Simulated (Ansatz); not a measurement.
The first iterations of a band of BH$_{4}$N$_{2}$ (7 atoms, charge 0, multiplicity 2).

Computed with UKS PBE/def2-SVP in Ansatz 0.2.0.

```yaml
movable_images: 5
climbing_image: yes
spring: 5.0 eV/Å²
optimiser: quadratic models (default)
start_path: through a guess of the saddle point
force_threshold: 0.05 eV/Å
iteration_limit: 60
end_points: relaxed
```

First end point:

```xyz
7
Properties=species:S:1:pos:R:3
N -1.035 0.110 -0.718
B -0.011 -0.658 -0.133
N 1.047 -0.227 0.690
H -1.757 -0.301 -1.304
H -1.131 1.127 -0.613
H 1.205 0.748 0.968
H 1.743 -0.868 1.064
```

Last end point:

```xyz
7
Properties=species:S:1:pos:R:3
N -1.033 0.110 -0.721
B -0.016 -0.659 -0.125
N 1.048 -0.226 0.689
H -1.762 -0.302 -1.298
H -1.121 1.128 -0.625
H 1.734 -0.869 1.078
H 1.212 0.750 0.956
```

| iteration | highest image above the first end (eV) | largest band force component (eV/Å) |
| --- | --- | --- |
| 1 | 9.874 | 63.498 |
| 2 | 1.847 | 14.027 |
| 3 | 0.888 | 7.849 |

Does the band converge within its limit, and where does its top end?

The forces met the threshold. It ended after 10 iterations with the highest image 0.555 eV above the first end. A vibrational analysis at the climbing image gives one clearly imaginary mode, 590i cm⁻¹: a first-order saddle point.

Time of the run: 4.6 min on 1 CPU thread of a shared host.
